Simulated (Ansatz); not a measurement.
# F2O: the cost of one run

Computed with Ansatz 0.2.0, Gaussian basis. Level: the settings change from run to run.

## Step 1: The relaxed structure

The structure was relaxed beforehand with PBE0-D4 in a triple-zeta def2 set.

SMILES `FOF`, 3 atoms, charge 0, spin multiplicity 1.

Atoms are counted from 1 here; the program's logs count them from 0.

Bond lengths: F1–O2 1.381 Å, O2–F3 1.381 Å. Angles: F1–O2–F3 103.9°.

## Step 2: CCSDT/def2-SVP

This run has charge +1, multiplicity 2, restricted open-shell orbitals, correlated electrons set to outside_noble_gas, high accuracy.

The input, in.yaml:

```yaml
crystal:
  periodic: [false, false, false]
  atoms:
    - {symbol: F, position_ang: [-0.000000, 1.087380, -0.260840]}
    - {symbol: O, position_ang: [0.000000, 0.000000, 0.590112]}
    - {symbol: F, position_ang: [-0.000000, -1.087380, -0.260840]}
basis:
  gaussian: {orbitals: def2-SVP}
total_charge: 1
magnetization: {spin_polarized: false, initial_magnetization: 1}
hamiltonian: {xc: {name: HF}}
correlation: {method: ccsdt, electrons: outside_noble_gas}
accuracy: high
```

Started as:

```sh
ansatz run in.yaml --threads 2 --pin off --events-out ev --progress --plain --max-ram 32768MiB --backend cpu
```

**Question.** How long does this run take on 2 threads of AMD EPYC 7R13, shared host, and how much memory does it need?

About 38 s, with a peak of 0.69 GiB.
